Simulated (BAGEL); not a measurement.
# singlet [SiHF2]+: levels of theory compared

We compute a comparison of 5 runs (HF/3-21G, B3LYP/6-31G*, B3LYP/def2-TZVPP, PBE0/def2-TZVPP, RI-MP2/def2-TZVPP) of singlet [SiHF2]+. 

The results are computed with BAGEL 1.2.2.

1 further run of the same task is left out (it didn't finish).

### 1 The molecule

[SiHF2]+: 4 atoms, total charge +1, spin state singlet. SMILES of the parent species: `F[SiH]F`. Geometry: relaxed at GFN2-xTB. That shape belongs to the parent species and isn't relaxed for this state.

Bond lengths: F1–Si2 1.606 Å, Si2–F3 1.606 Å, Si2–H4 1.439 Å. Angles: F1–Si2–F3 100.4°, F1–Si2–H4 108.7°, F3–Si2–H4 108.6°.

### 2 A single-point energy at HF/3-21G (density fitting with qzvpp-jkfit) (run 1)

File calc.json:

```json
{ "bagel" : [

{
  "title" : "molecule",
  "basis" : "3-21g",
  "df_basis" : "qzvpp-jkfit",
  "angstrom" : true,
  "geometry" : [
    { "atom" : "F", "xyz" : [       1.226950,       0.652980,      -0.410280 ] },
    { "atom" : "Si", "xyz" : [      -0.028060,      -0.342890,      -0.301090 ] },
    { "atom" : "F", "xyz" : [      -1.234200,       0.716240,      -0.252780 ] },
    { "atom" : "H", "xyz" : [       0.035310,      -1.026330,       0.964150 ] }
  ]
},

{ "title" : "hf", "charge" : 1 },

{ "title" : "print", "file" : "orbitals.molden", "orbitals" : true }

]}
```

Started as:

```
$ BAGEL_NUM_THREADS=1 BAGEL calc.json > calc.out
```

What it wrote:

```text
* using 1 threads per process

  ===============================================================
  ===============================================================

  *** Geometry ***

  { "atom" : "F", "xyz" : [      2.318599,      1.233953,     -0.775317 ] },
  { "atom" : "Si", "xyz" : [     -0.053026,     -0.647968,     -0.568978 ] },
  { "atom" : "F", "xyz" : [     -2.332300,      1.353497,     -0.477685 ] },
  { "atom" : "H", "xyz" : [      0.066726,     -1.939483,      1.821979 ] },

  Number of auxiliary basis functions:      300

  Since a DF basis is specified, we compute 2- and 3-index integrals:
    o Being stored without compression. Storage requirement is 0.003 GB

  Number of basis functions:       33
  Number of electrons      :       33

    * METHOD: MOLECULE                             0.05

  *** RHF ***

  === Nuclear Repulsion ===
   109.4101230507

      * DIIS with orbital gradients will be used.

  === RHF iteration (3-21g) ===
      0       -485.29847508          0.04265275           0.01
      1       -485.42288612          0.02974831           0.01
      2       -485.48675435          0.00181907           0.01
      3       -485.48751584          0.00050188           0.01
      4       -485.48759157          0.00013829           0.01
      5       -485.48759846          0.00003500           0.01
      6       -485.48759886          0.00000673           0.01
      7       -485.48759887          0.00000281           0.01
      8       -485.48759888          0.00000099           0.01
      9       -485.48759888          0.00000027           0.01
     10       -485.48759888          0.00000012           0.01
     11       -485.48759888          0.00000003           0.01
     12       -485.48759888          0.00000001           0.01
    * SCF iteration converged.

    * Permanent dipole moment:
           (    0.083962,     2.478689,     0.317807) a.u.

    * METHOD: HF                                   0.13

    * METHOD: PRINT                                0.00

  ===============================================================
```

Run time: 0.32 s. Hardware: 1 thread of Arm Neoverse V2, shared host.

### 3 The energy at B3LYP/6-31G(d) (density fitting with qzvpp-jkfit, spherical functions) (run 2)

File calc.json:

```json
{ "bagel": [

{
  "title": "molecule",
  "basis": "6-31gs.json",
  "df_basis": "qzvpp-jkfit",
  "angstrom": true,
  "geometry": [
    { "atom": "F", "xyz": [       1.226950,       0.652980,      -0.410280 ] },
    { "atom": "Si", "xyz": [      -0.028060,      -0.342890,      -0.301090 ] },
    { "atom": "F", "xyz": [      -1.234200,       0.716240,      -0.252780 ] },
    { "atom": "H", "xyz": [       0.035310,      -1.026330,       0.964150 ] }
  ]
},

{ "title": "ks", "xc_func": "b3lyp", "charge": 1 },

{ "title": "print", "file": "orbitals.molden", "orbitals": true }

]}
```

The basis set 6-31G* is read from a file made from the Basis Set Exchange's data (not shown).

Started as:

```
$ BAGEL_NUM_THREADS=1 BAGEL calc.json > calc.out
```

What it wrote:

```text
* using 1 threads per process

  ===============================================================
  ===============================================================

  *** Geometry ***

  { "atom" : "F", "xyz" : [      2.318599,      1.233953,     -0.775317 ] },
  { "atom" : "Si", "xyz" : [     -0.053026,     -0.647968,     -0.568978 ] },
  { "atom" : "F", "xyz" : [     -2.332300,      1.353497,     -0.477685 ] },
  { "atom" : "H", "xyz" : [      0.066726,     -1.939483,      1.821979 ] },

  Number of auxiliary basis functions:      300

  Since a DF basis is specified, we compute 2- and 3-index integrals:
    o Being stored without compression. Storage requirement is 0.006 GB

  Number of basis functions:       48
  Number of electrons      :       33

    * METHOD: MOLECULE                             0.06

  *** Kohn-Sham DFT ***

    * Removing 5455 points whose weight is below 1.00e-10
    * Grid points: 54169

  === Nuclear Repulsion ===
   109.4101230507

       - DIIS with orbital gradients will be used.

  === KS iteration (b3lyp / 6-31gs.json) ===
      0       -474.28037854          0.16612621           0.09
      1       -454.09234336          0.25645144           0.07
      2       -476.06468991          0.17181812           0.06
[... 11 lines of this table left out ...]
     14       -489.46880205          0.00000001           0.06
    * SCF iteration converged.

    * Permanent dipole moment:
           (    0.059433,     1.940913,     0.150366) a.u.

    * METHOD: KS                                   1.04

    * METHOD: PRINT                                0.00

  ===============================================================
```

Run time: 1.3 s. Hardware: 1 thread of Arm Neoverse V2, shared host; peak memory 0.16 GiB.

Runs 3 to 4 aren't shown in full; the table further down has their settings and results.

### 4 A single-point energy at RI-MP2/def2-TZVPP (density fitting with qzvpp-jkfit) (run 5)

File mp2.json:

```json
{ "bagel" : [

{
  "title" : "molecule",
  "basis" : "tzvpp",
  "df_basis" : "qzvpp-jkfit",
  "angstrom" : true,
  "geometry" : [
    { "atom" : "F", "xyz" : [       1.226950,       0.652980,      -0.410280 ] },
    { "atom" : "Si", "xyz" : [      -0.028060,      -0.342890,      -0.301090 ] },
    { "atom" : "F", "xyz" : [      -1.234200,       0.716240,      -0.252780 ] },
    { "atom" : "H", "xyz" : [       0.035310,      -1.026330,       0.964150 ] }
  ]
},

{
  "title" : "hf",
  "charge" : 1
},

{
  "title" : "mp2",
  "charge" : 1,
  "ncore" : 7
}

]}
```

Started as:

```
$ BAGEL_NUM_THREADS=1 BAGEL mp2.json > mp2.out
```

What it wrote:

```text
* using 1 threads per process

  ===============================================================
  ===============================================================

  *** Geometry ***

  { "atom" : "F", "xyz" : [      2.318599,      1.233953,     -0.775317 ] },
  { "atom" : "Si", "xyz" : [     -0.053026,     -0.647968,     -0.568978 ] },
  { "atom" : "F", "xyz" : [     -2.332300,      1.353497,     -0.477685 ] },
  { "atom" : "H", "xyz" : [      0.066726,     -1.939483,      1.821979 ] },

[... 23 lines left out ...]
    * SCF iteration converged.
[... 1 line left out ...]
    * Permanent dipole moment:
[... 2 lines left out ...]
    * METHOD: HF                                   0.60

  *** RHF ***

  === Nuclear Repulsion ===
   109.4101230507

      * DIIS with orbital gradients will be used.

  === RHF iteration (tzvpp) ===
      0       -488.21794048          0.00000000           0.03
    * SCF iteration converged.

    * Permanent dipole moment:
           (    0.078390,     2.263290,     0.317555) a.u.

  === DF-MP2 calculation ===

    * freezing 7 orbitals
    * 3-index integral transformation done
    * assembly done

      MP2 correlation energy:   -0.6040830127      0.03

      MP2 total energy:       -488.8220234917

    * METHOD: MP2                                  0.11

  ===============================================================
```

Wall time 0.97 s (1 thread of Arm Neoverse V2, shared host); peak memory 0.1 GiB.

### 5 Overview of the runs

| run | level | frozen core orbitals | energy (Eh) | HOMO energy (eV) | LUMO energy (eV) | HOMO–LUMO gap (eV) | wall time |
| --- | --- | --- | --- | --- | --- | --- | --- |
| 1 | HF/3-21G (density fitting with qzvpp-jkfit) | – | -485.487599 | -22.93 | -9.23 | 13.70 | 0.32 s |
| 2 | B3LYP/6-31G* (density fitting with qzvpp-jkfit, spherical functions) | – | -489.468802 | -18.44 | -12.57 | 5.86 | 1.3 s |
| 3 | B3LYP/def2-TZVPP (density fitting with qzvpp-jkfit) | – | -489.608521 | -18.73 | -12.69 | 6.04 | 4.2 s |
| 4 | PBE0/def2-TZVPP (density fitting with qzvpp-jkfit) | – | -489.271538 | -19.04 | -12.37 | 6.68 | 4.2 s |
| 5 | RI-MP2/def2-TZVPP (density fitting with qzvpp-jkfit) | 7 | -488.822023 | – | – | – | 0.97 s |

### 6 Summary of results

```
                                          quantity          value
                               run 5: total energy  -488.82202 Eh
run 5: correlation energy (7 core orbitals frozen)     -604.1 mEh
```

**Reading.** Over runs 1, 2, 3, 4 the HOMO–LUMO gap runs from 5.86 eV (B3LYP/6-31G*) to 13.70 eV (HF/3-21G). The two ends differ in method and basis. Totals of different functionals can't be ranked against each other. All runs together took 11 s, the longest 4.2 s.
